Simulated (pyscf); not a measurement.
Structures and frequencies: ωB97X-D3(BJ)/def2-SVP in PySCF. Correlated levels are frozen-core, on RHF or UHF. ΔMP2 is the change of the MP2 total energy from the triple- to the quadruple-zeta basis.

Q: For the elementary gas-phase step H₂N–GeH₂–NH₂ → H₂N–NH₂ + GeH₂ [singlet] (singlet surface; Ge–N, Ge–N broken, N–N formed), what barrier and reaction energy does CCSD(T)/def2-TZVPP + ΔMP2(QZVPP) give, measured from the reactant's lowest minimum found?

A: ΔE‡ = 4.51 eV, ΔE = +3.77 eV. Zero-point energy shifts the barrier by -0.06 eV. It is a 1,1-elimination, with an imaginary mode of 671i cm⁻¹. On the product side the descent ends in an adduct with a Ge–N contact, 1.28 eV under the separated species and 2.67 eV under the saddle at ωB97X-D3(BJ)/def2-TZVP. What is counted as broken (Ge–N) persists as a longer contact in the product adduct; parting that adduct is a step of its own. At ωB97X-D3(BJ) the barrier from the zero used here is 5.13 eV. The same reactants have a lower exit, to NH₂• + H₂N–GeH₂• (no saddle counted: cutting one bond costs +3.87 eV at ωB97M-D3(BJ), against +4.90 eV here). One saddle was located; it need not be the lowest between these sides. One closed-shell reference is unstable to symmetry breaking; treat the single-reference values with care. The CCSD(T) − MP2 part came from Ansatz, without density fitting, on the same reference. The frozen core leaves the outer d or s,p core shells of the metals and heavy elements correlated in the MP2 and CC values, and def2-TZVPP describes them poorly, which can shift differences by a few kcal/mol. Elements up to Kr have no core potential and no relativistic terms here.
